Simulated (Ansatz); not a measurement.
Born–Oppenheimer molecular dynamics of CH5AlO (8 atoms, charge 0, multiplicity 1). It goes on from the last frame of an earlier run, with new velocities.

The calculation used RKS PBE0/def2-SVP in Ansatz.

| Property | Result |
| --- | --- |
| ensemble | NVT, Langevin thermostat |
| time step | 0.5 fs |
| steps asked | 100 |
| set temperature | 300 K |
| friction | 0.01 /fs |
| seed | 314763 |

First frame:

```xyz
8
Properties=species:S:1:pos:R:3
Al -0.074 -0.017 -0.022
C 0.038 -0.020 1.934
H -0.755 -0.776 2.358
H 1.046 -0.298 2.347
H -0.246 0.994 2.408
O 1.254 -0.487 -1.061
H 1.821 -1.122 -0.731
H -1.439 0.482 -0.789
```

Problem. How far do the bonds stretch over the last three quarters of this one trajectory? (Pairs bonded in most of those frames.)

Solution. 
```tsv
bond	mean (Å)	spread (Å)	shortest	longest
Al1–C2	1.947	0.015	1.93	1.97
Al1–O6	1.713	0.029	1.68	1.76
Al1–H8	1.598	0.085	1.47	1.73
C2–H3	1.104	0.019	1.07	1.14
C2–H4	1.113	0.063	1.01	1.21
C2–H5	1.105	0.017	1.07	1.14
O6–H7	0.966	0.035	0.91	1.01
```

Mean temperature of the second half: 301 K. A run of 0.05 ps of so small a system gives no equilibrium averages.

Time of the run: 2.7 min on 1 thread of Arm Neoverse V2, on a shared host, peak memory 0.12 GiB.
